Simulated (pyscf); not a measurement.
5 gas-phase steps of one pattern: atom transfer on the doublet surface, Cl–H or F–H broken and Cl–Ge or Cl–Si or F–Si formed. Single points on ωB97X-D3(BJ)/def2-SVP structures (PySCF, gas phase). Electronic energies in kcal/mol, from the separated reactants; ΔE‡ at ωB97M-D3(BJ)/def2-TZVP, beside the barrier at PBE/def2-TZVP on the same structures. Rows were drawn at random from the steps of this pattern with a verified saddle, stable references and no exit in the data more than 5 kcal/mol lower.

| row | step | ΔE‡(PBE) | ΔE‡ |
|---|---|---|---|
| 1 | HO–Si•(OH)–F + HF → HO–Si(OH)(F)–F + H• | 17.1 | 24.2 |
| 2 | HO–Si•(F)–F + HF -> HO–Si(F)(F)–F + H• | 17.9 | ? |
| 3 | HO–Si•(Cl)–Cl + HCl → HO–Si(Cl)(Cl)–Cl + H• | 8.1 | 14.1 |
| 4 | HCl + Cl–Si•(Cl)–Cl -> Cl–Si(Cl)(Cl)–Cl + H• | 9.6 | 15.5 |
| 5 | HCl + Cl–Ge•(Cl)–Cl -> Cl–Ge(Cl)(Cl)–Cl + H• | 19.0 | 26.5 |

Question: Fit ΔE‡ = a + b·ΔE‡(PBE) to the other rows and predict row 2.

Answer: Over the 4 complete rows the means are +13.5 (ΔE‡(PBE)) and 20.1 (ΔE‡); least squares gives b = 1.15 and a = 4.6 kcal/mol, with residuals of 0.1 kcal/mol (root mean square; largest 0.2, row 3). For row 2: 4.6 + 1.15 × (+17.9) = 25.2 kcal/mol. The computed barrier is 25.1 kcal/mol, 0.1 under the line. The line follows these rows closely. Each barrier is that of the saddle found. Elements up to Kr have no core potential and no relativistic terms here.
